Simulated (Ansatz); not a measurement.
# C2H5Al: a ladder of functionals and wavefunction methods

The task here is to estimate one member of a computed series from the others.

Program: Ansatz 0.2.0, Gaussian basis. Level of theory: functionals in def2-TZVPP, the program's frozen cores in correlated methods. These are calculated values, not measurements.

The runs, in order: LDA (SPW92), PBE-D4, revPBE-D4, BLYP-D4, r2SCAN-D4, B97M-V, PBE0-D4, B3LYP-D4, r2SCANh-D4, r2SCAN0-D4, HSE06-D4, BHLYP-D4, CAM-B3LYP-D4, LC-ωPBE, ωB97X-V, ωB97M-V, B2PLYP, PBE-QIDH; CCSD(T)/def2-SVP; CCSD(T)/def2-TZVPP; MP2/def2-QZVPP; extrapolation to the limit; RPA on PBE.

### The geometry

An earlier PBE0-D4 in a triple-zeta def2 set relaxation fixed the geometry.

SMILES `C=[CH][AlH2]`, 8 atoms, charge 0, spin multiplicity 1.

Atoms are counted from 1 here; the program's logs count them from 0.

Bond lengths: C1–C2 1.337 Å, C1–H4 1.089 Å, C1–H5 1.089 Å, C2–Al3 1.938 Å, C2–H6 1.090 Å, Al3–H7 1.588 Å, Al3–H8 1.588 Å. Angles: C2–C1–H4 121.7°, C2–C1–H5 123.0°, H4–C1–H5 115.3°, C1–C2–Al3 119.6°, C1–C2–H6 116.7°, Al3–C2–H6 123.7°, C2–Al3–H7 122.1°, C2–Al3–H8 116.8°, H7–Al3–H8 121.2°.

As a file:

```
C    -1.02989    0.82917   -0.35702
C     0.19898    0.65100    0.13809
Al    0.93084   -1.13934    0.26198
H    -1.63690   -0.00863   -0.69546
H    -1.49499    1.80929   -0.45193
H     0.73563    1.54615    0.45272
H     2.38398   -1.41786    0.83766
H     0.00436   -2.32697   -0.24185
```

Set-up of the first run:

Contents of in.yaml:

```yaml
crystal:
  periodic: [false, false, false]
  atoms:
    - {symbol: C, position_ang: [-1.029888, 0.829169, -0.357018]}
    - {symbol: C, position_ang: [0.198978, 0.650996, 0.138095]}
    - {symbol: Al, position_ang: [0.930839, -1.139337, 0.261982]}
    - {symbol: H, position_ang: [-1.636900, -0.008634, -0.695462]}
    - {symbol: H, position_ang: [-1.494992, 1.809294, -0.451929]}
    - {symbol: H, position_ang: [0.735628, 1.546147, 0.452725]}
    - {symbol: H, position_ang: [2.383977, -1.417862, 0.837659]}
    - {symbol: H, position_ang: [0.004356, -2.326974, -0.241852]}
basis:
  gaussian: {orbitals: def2-TZVPP}
hamiltonian: {xc: lda}
output: {orbitals: {seedname: orbitals}}
```

Steps of the session up to this table: LDA; PBE-D4 (GGA); revPBE-D4 (GGA); BLYP-D4 (GGA); r2SCAN-D4 (meta-GGA); B97M-V (meta-GGA); PBE0-D4 (hybrid); B3LYP-D4 (hybrid); r2SCANh-D4 (hybrid); r2SCAN0-D4 (hybrid); HSE06-D4 (hybrid); BHLYP-D4 (hybrid); CAM-B3LYP-D4 (range-separated); LC-ωPBE-D4 (range-separated; the results give it without D4); ωB97X-V (range-separated); ωB97M-V (range-separated); B2PLYP (double hybrid); PBE-QIDH (double hybrid).

One table of the session follows, with a row left open; its other results are not shown here.

It belongs to the step «Frontier levels by functional». 

```
  functional  HOMO (eV)  LUMO (eV)  gap (eV)
 LDA (SPW92)      -6.86      -2.74      4.12
      PBE-D4      -6.80      -2.49      4.30
   revPBE-D4      -6.77      -2.39      4.37
     BLYP-D4      -6.71      -2.37      4.34
   r2SCAN-D4          ?          ?         ?
      B97M-V      -7.20      -2.37      4.83
     PBE0-D4      -8.09      -1.66      6.43
    B3LYP-D4      -7.90      -1.87      6.02
  r2SCANh-D4      -7.55      -1.94      5.61
  r2SCAN0-D4      -8.27      -1.51      6.76
    HSE06-D4      -7.69      -2.03      5.66
    BHLYP-D4      -9.01      -0.82      8.19
CAM-B3LYP-D4      -9.45      -0.70      8.75
     LC-ωPBE     -10.84       0.39     11.23
     ωB97X-V     -10.48       0.29     10.77
     ωB97M-V     -10.32       0.05     10.38
```

Q: Estimate the row for r2SCAN-D4 from the others.

Worked estimate for «HOMO (eV)». Against the share of exact exchange, r2SCANh-D4 (0.1, -7.55), r2SCAN0-D4 (0.25, -8.27) give a slope of -4.80 per unit share; at 0 the line stands at -7.07.

The run gave: HOMO (eV): -7.07; LUMO (eV): -2.24; gap (eV): 4.84. In «HOMO (eV)» the line misses by 0.00.
